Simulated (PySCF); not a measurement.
What binds LiB: the parts of the energy along the bond

State: ³Π, triplet, unpaired electrons σ ↑, π ↑. ROHF-based CCSD(T) in PySCF 2.14 with Li cc-pVTZ, B cc-pVTZ and Li cc-pVQZ, B cc-pVQZ (frozen core orbitals: 2; no relativity). Correlation energies are extrapolated as n⁻³ (n = 3, 4), Hartree–Fock as (n+1)·exp(−9√n). CV is the change on freezing 0 orbitals instead, in Li cc-pCVTZ, B cc-pwCVTZ. SR is the spin-free X2C energy in Li cc-pVTZ-DK, B cc-pVTZ-DK less the non-relativistic one in Li cc-pVTZ, B cc-pVTZ. All energies in eV from Li + B.

```csv
R (Å),HF/CBS,CCSD corr.,(T),CV,SR,total
1.8840,-0.593,-0.376,-0.0466,-0.0384,0.0001,-1.054
1.9696,-0.725,-0.372,-0.0479,-0.0305,0.0005,-1.175
2.0552,-0.791,-0.372,-0.0494,-0.0237,0.0009,-1.235
2.1409,-0.806,-0.375,-0.0512,-0.0180,0.0011,-1.249
2.2265,-0.784,-0.381,-0.0532,-0.0130,0.0014,-1.229
2.3336,-0.718,-0.391,-0.0559,-0.0078,0.0016,-1.172
2.4406,-0.625,-0.404,-0.0585,-0.0036,0.0019,-1.089
```

A fit to the total gives Re = 2.1299 Å, De = 1.249 eV, ωe = 549.0 cm⁻¹, Be = 0.8672 cm⁻¹ (masses 7.0160 and 11.0093 u).

Q: At R = 2.1409 Å the CCSD correlation energy is -0.080847 hartree in the smaller basis and -0.083442 in the larger. Extrapolate it.

A: (4³·E4 − 3³·E3)/(4³ − 3³) = -0.08534 hartree; the larger basis holds 97.8 % of it.

The T1 diagnostic is 0.034. The state was picked by a PBE0 search and need not be the measured ground state. Spin–orbit coupling, excitations beyond (T) and corrections to the Born–Oppenheimer picture are left out.
